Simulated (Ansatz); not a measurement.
# H4NSSi+ (SMILES N[SiH]=[SH+]): single points off equilibrium

An exercise on one series of results from a longer session: the logs are not shown, and one member is left open.

Computed with Ansatz 0.2.0, Gaussian basis. Level: single points in def2-TZVPP.

Correlated methods freeze the cores.

### The system as given

SMILES `N[SiH]=[SH+]`, 7 atoms, charge 1, spin multiplicity 1.

Atoms are counted from 1 here; the program's logs count them from 0.

Bond lengths: N1–Si2 1.664 Å, N1–H4 1.109 Å, N1–H5 1.056 Å, Si2–S3 2.094 Å, Si2–H6 1.211 Å, S3–H7 1.438 Å. Angles: Si2–N1–H4 132.7°, Si2–N1–H5 136.3°, H4–N1–H5 88.0°, N1–Si2–S3 108.9°, N1–Si2–H6 123.5°, S3–Si2–H6 125.3°, Si2–S3–H7 100.4°.

Coordinates:

```xyz
7
H4NSSi
N    -0.8033    0.6825   -0.8091
Si   -0.2209   -0.1459    0.5115
S     1.8305   -0.4767    0.2553
H    -1.7966    0.7102   -1.3004
H    -0.3961    1.0958   -1.6918
H    -0.9297   -0.7292    1.3009
H     2.1299   -1.1938    1.4656
```

Set-up of the first run:

Input file run/in.yaml:

```yaml
crystal:
  periodic: [false, false, false]
  atoms:
    - {symbol: N, position_ang: [-0.803300, 0.682500, -0.809100]}
    - {symbol: Si, position_ang: [-0.220900, -0.145900, 0.511500]}
    - {symbol: S, position_ang: [1.830500, -0.476700, 0.255300]}
    - {symbol: H, position_ang: [-1.796600, 0.710200, -1.300400]}
    - {symbol: H, position_ang: [-0.396100, 1.095800, -1.691800]}
    - {symbol: H, position_ang: [-0.929700, -0.729200, 1.300900]}
    - {symbol: H, position_ang: [2.129900, -1.193800, 1.465600]}
basis:
  gaussian: {orbitals: def2-TZVPP}
total_charge: 1
correlation: {method: ccsd_t}
output: {forces: true}
```

The command line of these runs was not kept.

Steps of the session up to this table: CCSD(T)/def2-TZVPP; PBE0-D4/def2-TZVPP; wB97M-V/def2-TZVPP; r2SCAN-D4/def2-TZVPP; PBE-D4/def2-TZVPP; r2SCAN0-D4/def2-TZVPP; wB97X-V/def2-TZVPP.

One of the session's tables, all rows but one given; the rest of the session is left out.

| method | RMS force component (eV/Å) | angle to CCSD(T) forces (°) |
| --- | --- | --- |
| CCSD(T) | 3.342 | reference |
| PBE0-D4 | 3.380 | 1.4 |
| wB97M-V | ? | ? |
| r2SCAN-D4 | 3.340 | 1.1 |
| PBE-D4 | 3.273 | 2.9 |
| r2SCAN0-D4 | 3.412 | 2.3 |
| wB97X-V | 3.402 | 1.5 |

**Question.** Estimate the row for wB97M-V.

The run gave: RMS force component (eV/Å): 3.318; angle to CCSD(T) forces (°): 1.2. In the column «RMS force component (eV/Å)» it lies between PBE-D4 (3.273) and r2SCAN-D4 (3.340).
